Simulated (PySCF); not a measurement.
Match the calculated data to a structure.

All candidates are C5H11F.

* Dipole: 1.80 D [B97-2/pcSseg-2]
* Rotational structure: rotational constants A, B, C: 7.361, 1.743, 1.518 GHz [PBE0-D3(BJ)/def2-TZVP]
* NMR, other nuclei: isotropic shieldings of nuclei other than C and H, by class: 373 (1 F) ppm [GIAO B97-2/pcSseg-2]
* 1H NMR: chemical shifts (computed TMS as zero) by class: 4.54 (1 H), 1.87 (1 H), 1.44 (1 H), 1.31 (1 H), 1.25 (3 H), 1.23 (1 H), 0.97 (3 H) ppm [GIAO B97-2/pcSseg-2]
* 13C NMR: chemical shifts (computed TMS as zero) by class: 96.0 (1 C), 44.9 (1 C), 24.7 (1 C), 24.2 (1 C), 17.4 (1 C) ppm [GIAO B97-2/pcSseg-2]

The electronic properties come from PySCF, for the isolated species, density fitting. Levels stand in brackets. The structure is a single PBE0-D3(BJ)/def2-TZVP conformer in the gas phase; no vibrational or solvent corrections. NMR values are class means; diastereotopic atoms form classes of their own.

Problem. Which candidate is it?
A. `CC(C)(C)CF` ((CH3)3CCH2F)
B. `CCC(C)(C)F` (CH3CH2CF(CH3)2)
C. `CCC(F)CC` ((CH3CH2)2CHF)
D. `CCC[C@@H](C)F` (CH3CH2CH2CHFCH3)

Solution. D. It is `CCC[C@@H](C)F`. Numbering: `[CH3:1][CH2:2][CH2:3][C@@H:4]([CH3:5])[F:6]`. Its formula, C5H11F, gives 0 degrees of unsaturation, so no ring and no π bond. 5 carbons fall into 5 classes; from least to most shielded: sp3 C–F carbon [C4] (96.0 ppm), chain CH2 carbon [C3] (44.9 ppm), chain CH2 carbon [C2] (24.7 ppm), methyl carbon [C5] (24.2 ppm), methyl carbon [C1] (17.4 ppm). Hydrogen classes from least to most shielded: 1 H on an sp3 C–F carbon, C4 (4.54 ppm), 1 H on a chain CH2 carbon, C2 (1.87 ppm), 1 H on a chain CH2 carbon, C3 (1.44 ppm), 1 H on a chain CH2 carbon, C3 (1.31 ppm), 3 H on a methyl carbon, C5 (1.25 ppm, a mean of values up to 0.6 ppm apart in this geometry), 1 H on a chain CH2 carbon, C2 (1.23 ppm), 3 H on a methyl carbon, C1 (0.97 ppm). The other shieldings belong to: 373 ppm, alkyl fluorine [F6]. The optimised geometry has point group C1 and is an asymmetric top.

The others, at the same levels:
- `CC(C)(C)CF` fails: it has 3 carbon classes against 5; its computed 13C shifts are 97.5 (1 C), 35.9 (1 C), 27.5 (3 C) ppm, 1H shifts are 4.07 (2 H), 0.93 (9 H) ppm and rotational constant A is 4.447 GHz (against 7.361 GHz).
- `CCC(C)(C)F` fails: it has 4 carbon classes against 5; its computed 13C shifts are 98.3 (1 C), 38.3 (1 C), 28.5 (2 C), 10.1 (1 C) ppm, 1H shifts are 1.55 (2 H), 1.26 (6 H), 1.02 (3 H) ppm and rotational constant A is 4.599 GHz (against 7.361 GHz).
- `CCC(F)CC` fails: it has 3 carbon classes against 5; its computed 13C shifts are 101.7 (1 C), 34.6 (2 C), 13.3 (2 C) ppm, 1H shifts are 4.18 (1 H), 1.55 (2 H), 1.37 (2 H), 1.08 (6 H) ppm and smallest rotational constant is 1.674 GHz (against 1.518 GHz).

Each candidate is one conformer, not necessarily the lowest. Dipoles, sizes and rotational constants follow the conformer. The torsions of the flexible species, by atom-mapped SMILES:
- `[CH3:1][CH2:2][CH2:3][C@@H:4]([CH3:5])[F:6]`: C1–C2–C3–C4 179°, C2–C3–C4–C5 179°
- `[CH3:1][C:2]([CH3:3])([CH3:4])[CH2:5][F:6]`: C1–C2–C5–F6 -179°
- `[CH3:1][CH2:2][C:3]([CH3:4])([CH3:5])[F:6]`: C1–C2–C3–C4 57°
- `[CH3:1][CH2:2][CH:3]([F:4])[CH2:5][CH3:6]`: C1–C2–C3–F4 -59°, C2–C3–C5–C6 -179°
